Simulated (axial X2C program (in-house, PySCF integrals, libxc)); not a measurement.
# AlOAl: properties at the nuclei

Computed with an axial X2C code built on PySCF integrals: two-component X2C with atomic mean-field Coulomb and Gaunt terms, Gaussian nuclei, basis Al dyall-v3z, O dyall-av3z with contracted cores.

Al–O–Al held linear, with bonds 1.713 and 1.713 Å (near the PBE0 minimum at charge 0 of the determinant lowest at the starting distance; the state shown can have its own minimum elsewhere, held linear; other orders of the atoms were not compared).

Input and command:
```json
{"zs": [13, 8, 13], "q": 0, "bas": ["dyall-v3z", "dyall-av3z", "dyall-v3z"], "r0": [1.89, 1.89], "symm": 1, "scan": ["PBE0", "HF", "BHandHLYP"], "levels": ["PBE0", "HF", "r2SCAN"], "nst": 2}
```
```bash
python solin.py task.json out
```

Keys: zs atomic numbers; q charge; bas basis sets; r0 starting distance in Å; symm equal bonds; scan levels of the two-bond scan; levels methods; nst determinants followed.

Determinant lowest in the PBE0 search, Ω = 0 (closed shell), highest spinor 37% Al s, 34% Al p, 28% O p:

```csv
level,qzz Al (a.u.),qzz O (a.u.)
PBE0,-1.22,-0.03
HF,-1.30,-0.03
r2SCAN,-1.21,-0.08
```

qzz is the electric field gradient, eQq0 = 234.96 MHz × Q/barn × qzz. The operators were transformed with the bare-nucleus X2C matrices; with these basis sets, hyperfine constants and field gradients can be off by tens of per cent, and where levels differ in sign neither size nor sign is settled.

(1) With Q(27Al) = 0.1466 barn (Q from Pyykkö, Mol. Phys. 2018), turn the PBE0 values of the first state into constants in MHz.

The molecule was held linear; bending was not examined, so a bent shape may lie lower.

Each state is one determinant with collinear spin. The search compared states at one distance, so a state with another bond length can lie lower. Where a field gradient or hyperfine factor spreads by more than a factor of two over the levels, a constant derived from it is not to be relied on.

## Answers

(1) eQq0(27Al) = 234.96 × (0.1466) × (-1.22) = -42 MHz.
